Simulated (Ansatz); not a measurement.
W (bcc, W type): values from a third-order Birch-Murnaghan fit to a volume scan beside measured ones. Computed values: PBE (plane waves to 420 eV, PAW, scalar-relativistic; Ansatz, a first-principles code). Spin-orbit coupling is left out, though W is heavy. The PAW data are Ansatz's earlier set. W is run without spin polarisation. W was relaxed with its symmetry unable to fall.

```tsv
quantity	reference	kind
Lattice constant a (Å)	3.16	measured, corrected to the static lattice
```

References as given in: Daniel Mejia-Rodriguez, S. B. Trickey, Physical Review B (2018), arXiv:1807.09216.

**Question.** What does PBE give, and how far is that from the reference?

**Answer.** 
```tsv
quantity	PBE	difference
Lattice constant a (Å)	3.184	+0.7 %
```

PBE overestimates the lattice constant a by 0.7 %.

(Under strain, the slope of the energy per volume gives the stress and its curvature an elastic modulus.)
